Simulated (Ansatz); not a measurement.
bcc Ta was calculated with HSE06 in Ansatz (PAW).

Run with plane-wave cutoff 500 eV, 10×10×10 k mesh, Fermi–Dirac smearing 0.1 eV, scalar-relativistic PAW data made under PBE.

Computed at the level's own relaxed cell.

Problem. Predict the equilibrium volume per atom and equilibrium lattice constant a.

Solution. 
equilibrium volume per atom: 18.15 Å³/atom
equilibrium lattice constant a: 3.311 Å

Measured, for comparison: equilibrium volume per atom 17.95 Å³/atom, lattice constant a 3.299 Å (static lattice: zero-point anharmonic expansion removed; as tabulated in Mejia-Rodriguez and Trickey (2018), arXiv:1807.09216). Computed (rounded) less measured: equilibrium volume per atom +1.1 %, lattice constant a +0.4 %.

Note: exact exchange on metals is sensitive to the k mesh and can open a false gap; the run warned that the count of filled bands differs between k points.

Spin–orbit coupling is not included.

The result took about 4 core-minutes (a rough figure).

Ansatz is a first-principles code.
